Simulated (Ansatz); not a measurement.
# CF+: geometry at several levels

An exercise on one series of results from a longer session: the logs are not shown, and one member is left open.

Program: Ansatz 0.2.0. Level of theory: the levels named in each step. These are calculated values, not measurements.

## The system as given

Bond lengths: C1–F2 1.134 Å.

Structure file:

```xyz
2

C     0.0000    0.0000    0.0000
F     0.0000    0.0000    1.1338
```

The first run:

File input.yaml:

```yaml
crystal:
  periodic: [false, false, false]
  atoms:
    - { symbol: C, position_ang: [0.0, 0.0, -0.00956206] }
    - { symbol: F, position_ang: [0.0, 0.0, 1.14333206] }
total_charge: 1
basis:
  gaussian: { orbitals: "cc-pV(T+d)Z.json" }
correlation:
  method: ccsd_t
relax:
  f_tol: 0.002
  max_steps: 40
```

Run with:

```bash
$ ansatz run input.yaml --threads 2 --pin off --max-ram 5120MiB --backend cpu --events-out ev --progress --plain --runs-dir out
```

Steps of the session up to this table: Relaxation, CCSD(T)/cc-pV(T+d)Z; Relaxation, CCSD(T)/cc-pwCVTZ, all electrons; Relaxation, CCSD(T)/cc-pwCVQZ, all electrons.

One of the session's tables, all rows but one given; the rest of the session is left out.

It belongs to the step «Geometries side by side». 

| level | C1–F2 (Å) | rotational constants (MHz) |
| --- | --- | --- |
| PBE0-D4/def2-TZVPP | 1.1529 | 51699 |
| CCSD(T)/cc-pV(T+d)Z | ? | ? |
| CCSD(T)/cc-pwCVTZ, all electrons | 1.1578 | 51262 |
| CCSD(T)/cc-pwCVQZ, all electrons | 1.1544 | 51563 |

**Question.** Estimate the row for CCSD(T)/cc-pV(T+d)Z.

As computed: C1–F2 (Å): 1.1617; rotational constants (MHz): 50917. In the column «C1–F2 (Å)» it is the highest.
